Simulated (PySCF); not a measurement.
An unknown is described by computed data only.

Elements present: C, F, H and N. Monoisotopic mass: 85.0328 u.

| Quantity | Value |
| --- | --- |
| Dipole | 4.00 D [B3LYP/def2-SVPD] |
| UV, first state | lowest singlet excitation: 6.47 eV (192 nm, f = 0.000) [TDDFT B3LYP/def2-SVPD] |
| 13C NMR | chemical shifts (computed TMS as zero) by class: 123.9 (1 C), 69.9 (1 C), 18.4 (2 C) ppm [GIAO PBE/pcSseg-2] |
| Triplet | lowest triplet excitation (Tamm–Dancoff): 6.02 eV [TDA B3LYP/def2-SVPD] |
| Polarisability | 50.3 au [B3LYP/def2-SVPD] |
| Rotational structure | rotational constants A, B, C: 6.159, 3.158, 2.502 GHz [PBE0-D3(BJ)/def2-SVP] |
| XPS | C1s 291.9 (×2), C1s 292.7, C1s 294.7, N1s 405.5, F1s 693.4 eV [ΔSCF SCAN, pcX-2 on the ionised atom, pcseg-1 elsewhere, spin-free X2C] |
| 1H NMR | chemical shifts (computed TMS as zero) by class: 1.26 (2 H), 1.21 (2 H) ppm [GIAO PBE/pcSseg-2] |

The electronic properties come from PySCF, for the isolated species, density fitting. Levels stand in brackets. Geometry: PBE0-D3(BJ)/def2-SVP; no solvent, vibrations or thermal averaging. Each NMR value is the plain mean over a class of atoms that symmetry, rotation or inversion makes alike.

Problem. Which formula fits the mass and the elements?

Solution. C4H4FN (calculated 85.0328). No other formula that holds each of these elements comes within 0.0003 u with a fitting electron parity and a possible valence count.

Problem. Give a SMILES that accounts for the data.

Solution. Numbering: `[N:1]#[C:2][C:3]1([F:4])[CH2:5][CH2:6]1`. Its formula, C4H4FN, gives 3 degrees of unsaturation: 1 ring and 2 π bonds in the structure found. 4 carbons fall into 3 classes; from least to most shielded: nitrile carbon [C2] (123.9 ppm), sp3 C–F carbon [C3] (69.9 ppm), three-membered-ring carbon [C5/C6] (18.4 ppm, 2 C). Hydrogen classes from least to most shielded: 2 H on 2 three-membered-ring carbons, C5/C6 (1.26 ppm), 2 H on 2 three-membered-ring carbons, C5/C6 (1.21 ppm). The core levels belong to: C1s 291.9 eV, three-membered-ring carbon [C5/C6]; C1s 292.7 eV, nitrile carbon [C2]; C1s 294.7 eV, sp3 C–F carbon [C3]; N1s 405.5 eV, nitrile nitrogen [N1]; F1s 693.4 eV, alkyl fluorine [F4]. The hole state at 292.7 eV has ⟨S²⟩ = 0.82 against 0.75, so that value is less sure. S1 is mainly HOMO→LUMO (weight 0.96); the largest Löwdin shares of the orbital it empties are 0.22 on the nitrile nitrogen, 0.20 on the sp3 C–F carbon and 0.13 on the alkyl fluorine, of the orbital it fills 0.32 on the nitrile nitrogen, 0.28 on the nitrile carbon, 0.13 on the sp3 C–F carbon and 0.11 on the alkyl fluorine. The optimised geometry has point group Cs and is an asymmetric top. Structure: `N#CC1(F)CC1`. Computed isomers that give other values at the same levels: `C/C(F)=C\C#N` (13C chemical shifts (computed TMS as zero) by class: 192.9 (1 C), 121.7 (1 C), 86.0 (1 C), 19.1 (1 C) ppm); `C/C(F)=C/C#N` (13C chemical shifts (computed TMS as zero) by class: 188.5 (1 C), 118.6 (1 C), 84.0 (1 C), 21.0 (1 C) ppm); `Fc1ccc[nH]1` (13C chemical shifts (computed TMS as zero) by class: 156.5 (1 C), 113.7 (1 C), 109.2 (1 C), 90.6 (1 C) ppm). The assignments are read from this structure; whether some other isomer fits the data as well wasn't checked.
